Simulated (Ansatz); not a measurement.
# Nudged elastic band run: H$_{8}$OSi$_{2}$

input.yaml

```yaml
crystal:
  periodic: [false, false, false]
  atoms:
    - { symbol: Si, position_ang: [-0.175017, 0.39456, -0.220792] }
    - { symbol: H, position_ang: [-0.23301, 0.59125, 1.263062] }
    - { symbol: H, position_ang: [1.256539, 0.410627, -0.660263] }
    - { symbol: H, position_ang: [-0.860926, 1.569827, -0.85725] }
    - { symbol: Si, position_ang: [-1.242205, -1.603887, -0.863385] }
    - { symbol: H, position_ang: [-2.023122, -2.199142, 0.270184] }
    - { symbol: H, position_ang: [-2.21158, -1.35181, -1.983026] }
    - { symbol: H, position_ang: [-0.264149, -2.62858, -1.35419] }
    - { symbol: O, position_ang: [1.004852, -2.154928, 1.335323] }
    - { symbol: H, position_ang: [1.223701, -3.049193, 1.0128] }
    - { symbol: H, position_ang: [0.557816, -2.313722, 2.187938] }
basis:
  gaussian: { orbitals: def2-mTZVP }
hamiltonian:
  xc: pbe
neb:
  order_check: false
  images: 7
  f_tol: 0.03
  max_iterations: 60
  final_atoms:
    - { symbol: Si, position_ang: [-0.17530292, -0.77968288, -0.10927969] }
    - { symbol: H, position_ang: [1.73513509, 0.94628191, 2.99486194] }
    - { symbol: H, position_ang: [0.91684917, -0.02327226, -0.79470811] }
    - { symbol: H, position_ang: [-1.08097715, 0.20919574, 0.57185984] }
    - { symbol: Si, position_ang: [-1.44698845, -2.01110063, -1.66987281] }
    - { symbol: H, position_ang: [-2.49091698, -2.83020135, -0.96707105] }
    - { symbol: H, position_ang: [-2.14870351, -1.074548, -2.6099] }
    - { symbol: H, position_ang: [-0.58899996, -2.94038119, -2.47429827] }
    - { symbol: O, position_ang: [0.62467873, -1.7547339, 1.00770878] }
    - { symbol: H, position_ang: [0.05933125, -2.357804, 1.52084774] }
    - { symbol: H, position_ang: [1.62879373, 0.28124857, 2.66025264] }
  initial_path:
    images:
      - { positions_ang: [[-0.175017, 0.39456, -0.220792], [-0.23301, 0.59125, 1.263062], [1.256539, 0.410627, -0.660263], [-0.860926, 1.569827, -0.85725], [-1.242205, -1.603887, -0.863385], [-2.023122, -2.199142, 0.270184], [-2.21158, -1.35181, -1.983026], [-0.264149, -2.62858, -1.35419], [1.004852, -2.154928, 1.335323], [1.223701, -3.049193, 1.0128], [0.557816, -2.313722, 2.187938]] }
      - { positions_ang: [[-0.13309682, 0.29634785, -0.16619837], [-0.18397384, 0.44656337, 1.39912386], [1.28669971, 0.31000543, -0.61173179], [-0.81943267, 1.47374637, -0.76968], [-1.18880791, -1.65821705, -0.83444434], [-1.94222527, -2.27237553, 0.29316287], [-2.16234785, -1.37608512, -1.92673979], [-0.20932115, -2.65245008, -1.35016211], [0.93631546, -2.04569694, 1.1625609], [0.9440278, -2.90430593, 0.85757757], [0.50506153, -1.95253038, 2.07693221]] }
      - { positions_ang: [[-0.09117664, 0.19813569, -0.11160474], [-0.13493768, 0.30187674, 1.53518573], [1.31686043, 0.20938386, -0.56320059], [-0.77793934, 1.37766575, -0.68211], [-1.13541082, -1.7125471, -0.80550368], [-1.86132853, -2.34560906, 0.31614173], [-2.11311571, -1.40036024, -1.87045358], [-0.1544933, -2.67632015, -1.34613421], [0.86777893, -1.93646588, 0.98979879], [0.66435461, -2.75941886, 0.70235514], [0.45230706, -1.59133876, 1.96592641]] }
      - { positions_ang: [[-0.04925646, 0.09992354, -0.05701111], [-0.08590152, 0.15719011, 1.67124759], [1.34702114, 0.1087623, -0.51466938], [-0.73644601, 1.28158512, -0.59454], [-1.08201373, -1.76687715, -0.77656302], [-1.7804318, -2.41884259, 0.3391206], [-2.06388356, -1.42463536, -1.81416738], [-0.09966544, -2.70019023, -1.34210632], [0.79924239, -1.82723482, 0.81703669], [0.38468141, -2.61453179, 0.54713271], [0.39955259, -1.23014714, 1.85492062]] }
      - { positions_ang: [[-0.00733628, 0.00171139, -0.00241748], [-0.03686536, 0.01250348, 1.80730945], [1.37718185, 0.00814073, -0.46613817], [-0.69495269, 1.18550449, -0.50697], [-1.02861665, -1.82120721, -0.74762236], [-1.69953506, -2.49207611, 0.36209946], [-2.01465142, -1.44891048, -1.75788117], [-0.04483759, -2.7240603, -1.33807842], [0.73070585, -1.71800376, 0.64427459], [0.10500822, -2.46964472, 0.39191027], [0.34679813, -0.86895552, 1.74391482]] }
      - { positions_ang: [[-0.04932794, -0.19363718, -0.02913303], [0.40613475, 0.24594809, 2.10419758], [1.26209868, 0.00028748, -0.54828066], [-0.7914588, 0.9414273, -0.23726254], [-1.1332096, -1.86868056, -0.97818498], [-1.89738054, -2.57660742, 0.02980684], [-2.04816444, -1.35531986, -1.97088588], [-0.18087818, -2.77814052, -1.62213338], [0.70419907, -1.72718629, 0.73513314], [0.09358898, -2.44168454, 0.67414464], [0.66729703, -0.5814045, 1.97299928]] }
      - { positions_ang: [[-0.0913196, -0.38898575, -0.05584858], [0.84913486, 0.4793927, 2.4010857], [1.14701551, -0.00756577, -0.63042314], [-0.88796492, 0.69735012, 0.03244492], [-1.23780255, -1.91615392, -1.20874759], [-2.09522602, -2.66113873, -0.30248579], [-2.08167746, -1.26172924, -2.18389058], [-0.31691878, -2.83222074, -1.90618835], [0.67769229, -1.73636883, 0.82599168], [0.08216974, -2.41372436, 0.95637901], [0.98779593, -0.29385348, 2.20208373]] }
      - { positions_ang: [[-0.13331126, -0.58433432, -0.08256414], [1.29213497, 0.7128373, 2.69797382], [1.03193234, -0.01541902, -0.71256562], [-0.98447103, 0.45327293, 0.30215238], [-1.3423955, -1.96362728, -1.4393102], [-2.2930715, -2.74567004, -0.63477842], [-2.11519048, -1.16813862, -2.39689529], [-0.45295937, -2.88630097, -2.19024331], [0.65118551, -1.74555136, 0.91685023], [0.07075049, -2.38576418, 1.23861338], [1.30829483, -0.00630245, 2.43116818]] }
      - { positions_ang: [[-0.17530292, -0.77968288, -0.10927969], [1.73513509, 0.94628191, 2.99486194], [0.91684917, -0.02327226, -0.79470811], [-1.08097715, 0.20919574, 0.57185984], [-1.44698845, -2.01110063, -1.66987281], [-2.49091698, -2.83020135, -0.96707105], [-2.14870351, -1.074548, -2.6099], [-0.58899996, -2.94038119, -2.47429827], [0.62467873, -1.7547339, 1.00770878], [0.05933125, -2.357804, 1.52084774], [1.62879373, 0.28124857, 2.66025264]] }
```

Run as:

```bash
$ ansatz run input.yaml --threads 2 --pin off --max-ram 3072MiB --backend cpu --events-out ev --progress --plain --runs-dir out
```

Output, in part (warnings, iteration lines, the closing report on the highest movable image, with atoms numbered from 0):

```
NEB end point (image 0): max|allowed force component| = 2.444e-2 eV/Å (the criterion of neb.relax_end_points is 1.000e-2)
NEB end point (image 8): max|allowed force component| = 2.145e-2 eV/Å (the criterion of neb.relax_end_points is 1.000e-2)
NEB iter   1: max|band force component| = 6.788e0 eV/Å  barrier→ = 4.3017 eV  barrier← = 4.7050 eV  Δτ_max = 0.2000 Å  (236 SCF iters)
NEB iter   2: max|band force component| = 2.572e0 eV/Å  barrier→ = 3.2102 eV  barrier← = 3.6135 eV  Δτ_max = 0.2000 Å  (209 SCF iters)
NEB iter   3: max|band force component| = 2.356e0 eV/Å  barrier→ = 2.3764 eV  barrier← = 2.7797 eV  Δτ_max = 0.2000 Å  (215 SCF iters)
NEB iter   4: max|band force component| = 1.160e0 eV/Å  barrier→ = 1.5194 eV  barrier← = 1.9228 eV  Δτ_max = 0.2000 Å  (201 SCF iters)
NEB iter   5: max|band force component| = 8.963e-1 eV/Å  barrier→ = 1.5641 eV  barrier← = 1.9674 eV  Δτ_max = 0.1999 Å  (194 SCF iters)
NEB iter   6: max|band force component| = 6.756e-1 eV/Å  barrier→ = 1.4856 eV  barrier← = 1.8889 eV  Δτ_max = 0.1993 Å  (193 SCF iters)
NEB iter   7: max|band force component| = 5.642e-1 eV/Å  barrier→ = 1.2073 eV  barrier← = 1.6106 eV  Δτ_max = 0.1380 Å  (195 SCF iters)
NEB iter   8: max|band force component| = 8.555e-1 eV/Å  barrier→ = 1.0388 eV  barrier← = 1.4421 eV  Δτ_max = 0.0693 Å  (190 SCF iters)
NEB iter   9: max|band force component| = 1.050e0 eV/Å  barrier→ = 0.9689 eV  barrier← = 1.3722 eV  CI = image 3  Δτ_max = 0.1406 Å  (191 SCF iters)
NEB iter  10: max|band force component| = 9.459e-1 eV/Å  barrier→ = 1.4214 eV  barrier← = 1.8247 eV  CI = image 3  Δτ_max = 0.1879 Å  (192 SCF iters)
NEB iter  11: max|band force component| = 8.962e-1 eV/Å  barrier→ = 1.7011 eV  barrier← = 2.1044 eV  CI = image 3  Δτ_max = 0.1924 Å  (190 SCF iters)
NEB iter  12: max|band force component| = 7.671e-1 eV/Å  barrier→ = 1.8276 eV  barrier← = 2.2309 eV  CI = image 3  Δτ_max = 0.1176 Å  (193 SCF iters)
NEB iter  13: max|band force component| = 4.656e-1 eV/Å  barrier→ = 1.7545 eV  barrier← = 2.1579 eV  CI = image 3  Δτ_max = 0.1356 Å  (184 SCF iters)
NEB iter  14: max|band force component| = 1.964e-1 eV/Å  barrier→ = 1.7284 eV  barrier← = 2.1317 eV  CI = image 3  Δτ_max = 0.1533 Å  (192 SCF iters)
NEB iter  15: max|band force component| = 1.485e-1 eV/Å  barrier→ = 1.7251 eV  barrier← = 2.1284 eV  CI = image 3  Δτ_max = 0.1115 Å  (191 SCF iters)
NEB iter  16: max|band force component| = 1.219e-1 eV/Å  barrier→ = 1.7223 eV  barrier← = 2.1256 eV  CI = image 3  Δτ_max = 0.0997 Å  (186 SCF iters)
NEB iter  17: max|band force component| = 1.015e-1 eV/Å  barrier→ = 1.7211 eV  barrier← = 2.1244 eV  CI = image 3  Δτ_max = 0.0880 Å  (188 SCF iters)
NEB iter  18: max|band force component| = 6.876e-2 eV/Å  barrier→ = 1.7201 eV  barrier← = 2.1234 eV  CI = image 3  Δτ_max = 0.1011 Å  (180 SCF iters)
NEB iter  19: max|band force component| = 5.050e-2 eV/Å  barrier→ = 1.7194 eV  barrier← = 2.1227 eV  CI = image 3  Δτ_max = 0.0505 Å  (187 SCF iters)
NEB iter  20: max|band force component| = 7.605e-2 eV/Å  barrier→ = 1.7184 eV  barrier← = 2.1218 eV  CI = image 3  Δτ_max = 0.0253 Å  (187 SCF iters)
NEB iter  21: max|band force component| = 6.799e-2 eV/Å  barrier→ = 1.7173 eV  barrier← = 2.1206 eV  CI = image 3  Δτ_max = 0.0126 Å  (188 SCF iters)
NEB iter  22: max|band force component| = 6.291e-2 eV/Å  barrier→ = 1.7169 eV  barrier← = 2.1202 eV  CI = image 3  Δτ_max = 0.0126 Å  (161 SCF iters)
NEB iter  23: max|band force component| = 4.812e-2 eV/Å  barrier→ = 1.7165 eV  barrier← = 2.1198 eV  CI = image 3  Δτ_max = 0.0126 Å  (176 SCF iters)
NEB iter  24: max|band force component| = 3.531e-2 eV/Å  barrier→ = 1.7162 eV  barrier← = 2.1195 eV  CI = image 3  Δτ_max = 0.0126 Å  (159 SCF iters)
NEB iter  25: max|band force component| = 3.030e-2 eV/Å  barrier→ = 1.7160 eV  barrier← = 2.1193 eV  CI = image 3  Δτ_max = 0.0253 Å  (159 SCF iters)
NEB iter  26: max|band force component| = 2.675e-2 eV/Å  barrier→ = 1.7158 eV  barrier← = 2.1191 eV  CI = image 3  Δτ_max = 0.0053 Å  (178 SCF iters)
NEB iter  27: max|band force component| = 2.352e-2 eV/Å  barrier→ = 1.7157 eV  barrier← = 2.1190 eV  CI = image 3  Δτ_max = 0.0000 Å  (209 SCF iters)
Total energy: -17920.48072202 eV, -658.5655195961 hartree
Atom 0 at     0.005387    -0.295405     0.081284 Å, force     0.018863    -0.006601    -0.003363 eV/Å
Atom 1 at     0.805556     0.423620     1.506438 Å, force     0.002154     0.000614    -0.000901 eV/Å
Atom 2 at     1.070342     0.237172    -0.820810 Å, force    -0.002539     0.003144    -0.001944 eV/Å
Atom 3 at    -1.077151     0.717771     0.341685 Å, force    -0.004822    -0.000166     0.005916 eV/Å
Atom 4 at    -1.166921    -1.937696    -1.191251 Å, force    -0.000768     0.000322    -0.003427 eV/Å
Atom 5 at    -2.137484    -2.713143    -0.339186 Å, force    -0.002059    -0.002615     0.001777 eV/Å
Atom 6 at    -1.973468    -1.256768    -2.259835 Å, force    -0.000290    -0.000135     0.000262 eV/Å
Atom 7 at    -0.270887    -2.942755    -1.855193 Å, force     0.001114    -0.000369    -0.001202 eV/Å
Atom 8 at     0.755856    -1.680279     1.222505 Å, force    -0.013086     0.022999     0.010362 eV/Å
Atom 9 at     0.080309    -2.226116     1.680339 Å, force    -0.000967    -0.008372    -0.000490 eV/Å
Atom 10 at     0.941358    -0.661398     1.764424 Å, force     0.002399    -0.008822    -0.006991 eV/Å
Dipole moment:    -0.054994    -0.151411     0.328199 e Å
```

The forces met the threshold. The band force fell under the threshold earlier too, but the program's further tests of the path sent the band on. Neighbouring images differ by up to 1.5 eV, so the band resolves the path poorly. A vibrational analysis at the climbing image gives one clearly imaginary mode, 1275i cm⁻¹: a first-order saddle point. The orbitals stay closed-shell, which can raise the energy where a bond breaks towards radicals; this wasn't checked here.

Final band (atoms are numbered from 1 in the order of the input):

```csv
image,path coordinate (Å),energy (eV),Si1–H2 (Å),O9–H11 (Å),Si1–O9 (Å)
0,0.00,0.00,1.50,0.98,3.21
1,1.38,0.02,1.50,0.98,3.33
2,2.77,0.27,1.51,0.98,2.98
3,4.15,1.72,1.79,1.17,1.95
4,4.95,0.26,2.34,1.80,1.72
5,5.75,-0.28,2.95,2.20,1.69
6,6.55,-0.39,3.61,2.56,1.69
7,7.36,-0.40,4.05,2.64,1.68
8,8.15,-0.40,4.03,2.81,1.68
```

Run time: 95 s on 2 threads of AMD EPYC 9R45 96-Core Processor (Zen 5) (shared host), peak memory 0.15 GiB.
